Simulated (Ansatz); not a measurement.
# C₃H₃ radical: geometry and frequencies at several levels

The task here is to estimate one member of a computed series from the others.

Computed with Ansatz 0.2.0 (the levels named in each step, unless a step's input says otherwise).

## The structure to begin with

Bond lengths: C1–C2 1.219 Å, C2–C3 1.352 Å, C1–H4 1.048 Å, C3–H5 1.075 Å, C3–H6 1.075 Å. Angles: C1–C2–C3 180.0°, C2–C1–H4 179.8°, C2–C3–H5 120.6°, C2–C3–H6 120.7°, H5–C3–H6 118.7°.

Coordinates:

```xyz
6

C     1.2776   -0.1855    0.1493
C     0.0790   -0.0112    0.0094
C    -1.2500    0.1812   -0.1462
H     2.3085   -0.3327    0.2690
H    -1.6211    1.0406   -0.6746
H    -1.9564   -0.5220    0.2564
```

The first run:

input.yaml reads:

```yaml
crystal:
  periodic: [false, false, false]
  atoms:
    - { symbol: C, position_ang: [1.27757, -0.18554, 0.14934] }
    - { symbol: C, position_ang: [0.07896, -0.01123, 0.00942] }
    - { symbol: C, position_ang: [-1.25003, 0.18119, -0.14617] }
    - { symbol: H, position_ang: [2.30846, -0.33273, 0.26899] }
    - { symbol: H, position_ang: [-1.6211, 1.04056, -0.67459] }
    - { symbol: H, position_ang: [-1.95643, -0.52198, 0.25639] }
magnetization:
  spin_polarized: true
  initial_magnetization: 1
basis:
  gaussian: { orbitals: def2-SVP }
hamiltonian:
  xc: pbe
  dispersion: d4
relax:
  f_tol: 0.03
  max_steps: 200
```

The run is started by

```bash
ansatz run input.yaml --threads 2 --pin off --max-ram 5120MiB --backend cpu --events-out ev --progress --plain --runs-dir out
```

Steps of the session up to this table: A rough first relaxation, PBE-D4/def2-SVP; Relaxation, PBE0-D4/def2-TZVPP; Frequencies, PBE0-D4/def2-TZVPP; Relaxation, PBE-D4/def2-TZVPP; Frequencies, PBE-D4/def2-TZVPP; Relaxation, r2SCAN-D4/def2-TZVPP; Frequencies, r2SCAN-D4/def2-TZVPP; Relaxation, B3LYP-D4/def2-TZVPP; Frequencies, B3LYP-D4/def2-TZVPP; Relaxation, B2PLYP/def2-TZVPP.

One of the session's tables, all rows but one given; the rest of the session is left out.

```
               level  C1–C2 (Å)  C2–C3 (Å)  dipole (D)  highest frequency (cm⁻¹)
  PBE0-D4/def2-TZVPP          ?          ?           ?                         ?
   PBE-D4/def2-TZVPP     1.2329     1.3654        0.09                      3397
r2SCAN-D4/def2-TZVPP     1.2244     1.3621        0.16                      3468
 B3LYP-D4/def2-TZVPP     1.2206     1.3641        0.10                      3465
   B2PLYP/def2-TZVPP     1.2198     1.3719        0.12                         -
```

**Question.** Estimate the row for PBE0-D4/def2-TZVPP.

The run gave: C1–C2 (Å): 1.2208; C2–C3 (Å): 1.3632; dipole (D): 0.13; highest frequency (cm⁻¹): 3475. In the column «C1–C2 (Å)» it lies between B3LYP-D4/def2-TZVPP (1.2206) and r2SCAN-D4/def2-TZVPP (1.2244).
